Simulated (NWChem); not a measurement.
System: F, doublet

All runs: NWChem. Pople sets run with spherical d functions. Spin-unrestricted. The open p shell is one determinant without spherical averaging. No stability test was run on the SCF state. Fermi-contact couplings, non-relativistic, static geometry.

```
level              A(iso) 19F atom 1 (MHz)   <S²>
-----------------  -----------------------  -----
B3LYP/6-31G*                           713  0.751
BHandHLYP/6-31G*                       804  0.751
CAM-B3LYP/IGLO-II                      ___  0.751
B3LYP/IGLO-II                           55  0.751
```

**Question.** Some entries are withheld; supply them.

**Answer.** 
- CAM-B3LYP/IGLO-II, A(iso) 19F atom 1 (MHz): -2
